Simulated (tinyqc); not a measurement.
Worked calculation (part 2 of 2): UHF in the sto-3g basis, for OH+, spin multiplicity 3. Computed by tinyqc, a small Python program that keeps every step (integrals from PySCF). Command: `OMP_NUM_THREADS=1 python tinyqc.py 27849 27850 out.jsonl` (the two numbers bound the seeds that draw the settings). One thread of a shared host (Intel(R) Xeon(R) Processor @ 2.60GHz), about 0.2 s of CPU time with the checks.

Geometry (angstrom):
```
atom         x         y         z
O     0.000000  0.000000  0.000000
H     0.000000  0.000000  0.993000
```

## Iteration 3: DIIS over 3 matrices

error matrix X^T (FDS - SDF) X (alpha):
```
           1          2         3         4          5          6
1   0.000000   0.003178  0.000000  0.000000   0.001205  -0.028030
2  -0.003178   0.000000  0.000000  0.000000   0.010270   0.069106
3   0.000000   0.000000  0.000000  0.000000   0.000000   0.000000
4   0.000000   0.000000  0.000000  0.000000   0.000000   0.000000
5  -0.001205  -0.010270  0.000000  0.000000   0.000000   0.107908
6   0.028030  -0.069106  0.000000  0.000000  -0.107908   0.000000
```

B (overlaps of the stored error matrices), lower triangle:
```
               1              2              3
1  7.3675439e-01
2  4.8134490e-01  3.1557402e-01
3  2.3913434e-01  1.5690426e-01  7.8107752e-02
```

Minimise |sum c_i e_i|^2 with sum c_i = 1: solve [B -1; -1 0][c; lambda] = [0; -1] with B_ij = tr e_i^T e_j summed over both spins, and take F = sum c_i F_i.

DIIS coefficients: 0.081600  -1.153467  2.071867

extrapolated F(alpha) (hartree), lower triangle:
```
             1O 1s      1O 2s     1O 2px     1O 2py     1O 2pz      2H 1s
1O 1s   -21.199612
1O 2s    -5.402571  -3.240373
1O 2px    0.000000   0.000000  -1.212954
1O 2py    0.000000   0.000000   0.000000  -1.212954
1O 2pz   -0.021267  -0.133648   0.000000   0.000000  -1.129627
2H 1s    -1.149889  -1.261216   0.000000   0.000000  -0.762471  -0.979170
```

extrapolated F(beta) (hartree), lower triangle:
```
             1O 1s      1O 2s     1O 2px     1O 2py     1O 2pz      2H 1s
1O 1s   -21.147081
1O 2s    -5.325419  -2.862695
1O 2px    0.000000   0.000000  -0.279164
1O 2py    0.000000   0.000000   0.000000  -0.279164
1O 2pz   -0.020473  -0.107956   0.000000   0.000000  -1.005718
2H 1s    -1.130859  -1.163799   0.000000   0.000000  -0.745139  -0.985980
```

## Iteration 3: diagonalisation and new density

X, lower triangle:
```
            1O 1s      1O 2s    1O 2px    1O 2py     1O 2pz     2H 1s
1O 1s    1.023091
1O 2s   -0.133081   1.130762
1O 2px   0.000000   0.000000  1.000000
1O 2py   0.000000   0.000000  0.000000  1.000000
1O 2pz  -0.008541   0.089837  0.000000  0.000000   1.074152
2H 1s    0.023457  -0.300422  0.000000  0.000000  -0.248803  1.179599
```

D(alpha) after iteration 2, lower triangle:
```
            1O 1s      1O 2s    1O 2px    1O 2py    1O 2pz     2H 1s
1O 1s    1.059802
1O 2s   -0.255933   1.107041
1O 2px   0.000000   0.000000  1.000000
1O 2py   0.000000   0.000000  0.000000  1.000000
1O 2pz   0.011028  -0.067178  0.000000  0.000000  0.806906
2H 1s    0.009368  -0.079410  0.000000  0.000000  0.155753  0.099603
```

D(beta) after iteration 2, lower triangle:
```
            1O 1s      1O 2s    1O 2px    1O 2py    1O 2pz     2H 1s
1O 1s    1.058277
1O 2s   -0.247735   1.066157
1O 2px   0.000000   0.000000  0.000000
1O 2py   0.000000   0.000000  0.000000  0.000000
1O 2pz   0.019590  -0.106623  0.000000  0.000000  0.772235
2H 1s    0.000040  -0.045944  0.000000  0.000000  0.173717  0.129820
```

overlap S, lower triangle:
```
           1O 1s     1O 2s    1O 2px    1O 2py    1O 2pz     2H 1s
1O 1s   1.000000
1O 2s   0.236704  1.000000
1O 2px  0.000000  0.000000  1.000000
1O 2py  0.000000  0.000000  0.000000  1.000000
1O 2pz  0.000000  0.000000  0.000000  0.000000  1.000000
2H 1s   0.049572  0.451611  0.000000  0.000000  0.380743  1.000000
```

Diagonalise F' = X^T F X, C = X C', fill 5 alpha and 3 beta electrons from the bottom; D(s) = C_occ C_occ^T; the new density keeps 0.5 of the old one (damping). Each column has its largest component positive (the first on a tie).

F' = X^T F X (alpha) (hartree), lower triangle:
```
            1          2          3          4          5          6
1  -20.823754
2   -2.693484  -2.210722
3    0.000000   0.000000  -1.212954
4    0.000000   0.000000   0.000000  -1.212954
5   -0.039122   0.031882   0.000000   0.000000  -0.949755
6   -0.159128  -0.524917   0.000000   0.000000  -0.521674  -0.402295
```

orbital energies (alpha) (hartree): MO1 -21.208340, MO2 -2.000941, MO3 -1.212954, MO4 -1.212954, MO5 -1.201109, MO6 0.023865

coefficients C (alpha):
```
              MO1        MO2       MO3        MO4        MO5        MO6
1O 1s    0.994377  -0.254654  0.000000   0.000000   0.069584   0.081071
1O 2s    0.024133   0.974397  0.000000   0.000000  -0.347346  -0.569190
1O 2px   0.000000   0.000000  0.413763   0.910385   0.000000   0.000000
1O 2py   0.000000   0.000000  0.910385  -0.413763   0.000000   0.000000
1O 2pz   0.003527   0.143301  0.000000   0.000000   0.815585  -0.733568
2H 1s   -0.006353   0.079215  0.000000   0.000000   0.338322   1.193056
```

F' = X^T F X (beta) (hartree), lower triangle:
```
            1          2          3          4          5          6
1  -20.782740
2   -2.666727  -1.810118
3    0.000000   0.000000  -0.279164
4    0.000000   0.000000   0.000000  -0.279164
5   -0.041778   0.076050   0.000000   0.000000  -0.812871
6   -0.159211  -0.517757   0.000000   0.000000  -0.531139  -0.445406
```

orbital energies (beta) (hartree): MO1 -21.153029, MO2 -1.667262, MO3 -1.100765, MO4 -0.279164, MO5 -0.279164, MO6 0.069921

coefficients C (beta):
```
              MO1        MO2        MO3       MO4        MO5        MO6
1O 1s    0.995433  -0.236128   0.097669  0.000000   0.000000   0.094162
1O 2s    0.019757   0.889458  -0.468924  0.000000   0.000000  -0.619065
1O 2px   0.000000   0.000000   0.000000  0.047353   0.998878   0.000000
1O 2py   0.000000   0.000000   0.000000  0.998878  -0.047353   0.000000
1O 2pz   0.003023   0.171338   0.767762  0.000000   0.000000  -0.777834
2H 1s   -0.005254   0.200832   0.372962  0.000000   0.000000   1.168203
```

D(alpha) after iteration 3, lower triangle:
```
            1O 1s      1O 2s    1O 2px    1O 2py    1O 2pz     2H 1s
1O 1s    1.059139
1O 2s   -0.252119   1.088861
1O 2px   0.000000   0.000000  1.000000
1O 2py   0.000000   0.000000  0.000000  1.000000
1O 2pz   0.017397  -0.105376  0.000000  0.000000  0.746317
2H 1s    0.003210  -0.059945  0.000000  0.000000  0.221506  0.110190
```

D(beta) after iteration 3, lower triangle:
```
            1O 1s      1O 2s    1O 2px    1O 2py    1O 2pz     2H 1s
1O 1s    1.057230
1O 2s   -0.241947   1.038786
1O 2px   0.000000   0.000000  0.000000
1O 2py   0.000000   0.000000  0.000000  0.000000
1O 2pz   0.028564  -0.157093  0.000000  0.000000  0.695529
2H 1s   -0.008093  -0.021153  0.000000  0.000000  0.247229  0.154641
```

Within a degenerate level the vectors are fixed only up to a rotation; this is one choice.

## Iteration 34 (converged): orbitals

converged F(alpha) (hartree), lower triangle:
```
             1O 1s      1O 2s     1O 2px     1O 2py     1O 2pz      2H 1s
1O 1s   -21.186978
1O 2s    -5.400401  -3.237024
1O 2px    0.000000   0.000000  -1.206993
1O 2py    0.000000   0.000000   0.000000  -1.206993
1O 2pz   -0.020936  -0.137114   0.000000   0.000000  -1.136759
2H 1s    -1.149416  -1.258726   0.000000   0.000000  -0.760092  -0.967870
```

converged F(beta) (hartree), lower triangle:
```
             1O 1s      1O 2s     1O 2px     1O 2py     1O 2pz      2H 1s
1O 1s   -21.133642
1O 2s    -5.322181  -2.855903
1O 2px    0.000000   0.000000  -0.272078
1O 2py    0.000000   0.000000   0.000000  -0.272078
1O 2pz   -0.020249  -0.109416   0.000000   0.000000  -0.996166
2H 1s    -1.130181  -1.163191   0.000000   0.000000  -0.748212  -0.993129
```

Diagonalise F' = X^T F X, C = X C', fill 5 alpha and 3 beta electrons from the bottom; D(s) = C_occ C_occ^T. Each column has its largest component positive (the first on a tie).

F' = X^T F X (alpha) (hartree), lower triangle:
```
            1          2          3          4          5          6
1  -20.811062
2   -2.693099  -2.208402
3    0.000000   0.000000  -1.206993
4    0.000000   0.000000   0.000000  -1.206993
5   -0.038178   0.026488   0.000000   0.000000  -0.959316
6   -0.159150  -0.524816   0.000000   0.000000  -0.518357  -0.390391
```

orbital energies (alpha) (hartree): MO1 -21.195747, MO2 -1.998698, MO3 -1.206993, MO4 -1.206993, MO5 -1.201522, MO6 0.026796

coefficients C (alpha):
```
              MO1        MO2       MO3        MO4        MO5        MO6
1O 1s    0.994362  -0.254658  0.000000   0.000000   0.069959   0.080924
1O 2s    0.024196   0.974646  0.000000   0.000000  -0.346505  -0.569273
1O 2px   0.000000   0.000000  0.983827  -0.179119   0.000000   0.000000
1O 2py   0.000000   0.000000  0.179119   0.983827   0.000000   0.000000
1O 2pz   0.003523   0.148778  0.000000   0.000000   0.821167  -0.726215
2H 1s   -0.006365   0.077078  0.000000   0.000000   0.327893   1.196104
```

F' = X^T F X (beta) (hartree), lower triangle:
```
            1          2          3          4          5          6
1  -20.769416
2   -2.665864  -1.803234
3    0.000000   0.000000  -0.272078
4    0.000000   0.000000   0.000000  -0.272078
5   -0.041501   0.076153   0.000000   0.000000  -0.800908
6   -0.159140  -0.516914   0.000000   0.000000  -0.535241  -0.452996
```

orbital energies (beta) (hartree): MO1 -21.139588, MO2 -1.663063, MO3 -1.095695, MO4 -0.272078, MO5 -0.272078, MO6 0.071791

coefficients C (beta):
```
              MO1        MO2        MO3       MO4        MO5        MO6
1O 1s    0.995433  -0.235294   0.099785  0.000000   0.000000   0.094035
1O 2s    0.019757   0.884989  -0.478918  0.000000   0.000000  -0.617817
1O 2px   0.000000   0.000000   0.000000  0.998509  -0.054589   0.000000
1O 2py   0.000000   0.000000   0.000000  0.054589   0.998509   0.000000
1O 2pz   0.003010   0.173623   0.760655  0.000000   0.000000  -0.784283
2H 1s   -0.005249   0.206254   0.380891  0.000000   0.000000   1.164695
```

D(alpha) after iteration 34, lower triangle:
```
            1O 1s      1O 2s    1O 2px    1O 2py    1O 2pz     2H 1s
1O 1s    1.058500
1O 2s   -0.248383   1.070586
1O 2px   0.000000   0.000000  1.000000
1O 2py   0.000000   0.000000  0.000000  1.000000
1O 2pz   0.023064  -0.139448  0.000000  0.000000  0.696462
2H 1s   -0.003019  -0.038647  0.000000  0.000000  0.280700  0.113495
```

D(beta) after iteration 34, lower triangle:
```
            1O 1s      1O 2s    1O 2px    1O 2py    1O 2pz     2H 1s
1O 1s    1.056207
1O 2s   -0.236354   1.012959
1O 2px   0.000000   0.000000  0.000000
1O 2py   0.000000   0.000000  0.000000  0.000000
1O 2pz   0.038046  -0.210577  0.000000  0.000000  0.608750
2H 1s   -0.015747   0.000013  0.000000  0.000000  0.325522  0.187646
```

Within a degenerate level the vectors are fixed only up to a rotation; this is one choice.

## Convergence

Stop when the energy changes by less than 1e-10 hartree and every element of the error matrix X^T (F D S - S D F) X (for each spin) is below 3e-06.

Course of the cycle:
```
iteration   E (hartree)     change  largest element of the error matrix
1          -73.56298128          -                             3.36e-01
2          -73.76342244  -2.00e-01                             2.31e-01
3          -73.88891337  -1.25e-01                             1.19e-01
4          -73.96214777  -7.32e-02                             6.23e-02
5          -74.00102959  -3.89e-02                             3.23e-02
6          -74.02104324  -2.00e-02                             1.64e-02
7          -74.03120809  -1.02e-02                             8.21e-03
8          -74.03633198  -5.12e-03                             4.11e-03
9          -74.03890439  -2.57e-03                             2.05e-03
10         -74.04019322  -1.29e-03                             1.02e-03
11         -74.04083829  -6.45e-04                             5.12e-04
12         -74.04116099  -3.23e-04                             2.56e-04
13         -74.04132237  -1.61e-04                             1.28e-04
14         -74.04140308  -8.07e-05                             6.39e-05
...                 ...        ...                                  ...
21         -74.04148316  -6.31e-07                             5.00e-07
22         -74.04148347  -3.15e-07                             2.50e-07
23         -74.04148363  -1.58e-07                             1.25e-07
24         -74.04148371  -7.88e-08                             6.25e-08
25         -74.04148375  -3.94e-08                             3.12e-08
26         -74.04148377  -1.97e-08                             1.56e-08
27         -74.04148378  -9.85e-09                             7.81e-09
28         -74.04148378  -4.93e-09                             3.90e-09
29         -74.04148379  -2.46e-09                             1.95e-09
30         -74.04148379  -1.23e-09                             9.76e-10
31         -74.04148379  -6.16e-10                             4.88e-10
32         -74.04148379  -3.08e-10                             2.44e-10
33         -74.04148379  -1.54e-10                             1.22e-10
34         -74.04148379  -7.70e-11                             6.10e-11
```

PySCF UHF in the same basis, after a stability check = -74.04148379 hartree

Converged in 34 iterations.

## Populations, bond orders and dipole

Mulliken: Z minus the diagonal of D S on the atom; Loewdin: the same with S^(1/2) D S^(1/2); Mayer order: 2 sum_s sum (D(s) S)_ij (D(s) S)_ji over the two atoms.

Charges (e):
```
atom  Mulliken   Loewdin  Mulliken spin
1O    0.513578  0.619866       2.108044
2H    0.486422  0.380134      -0.108044
```

Mayer bond orders:
```
pair     order
2-1   0.751720
```

dipole moment about the origin, x y z (debye): 0.000000  0.000000  2.675161

<S^2> of the determinant (pure state: 2) = 2.009289
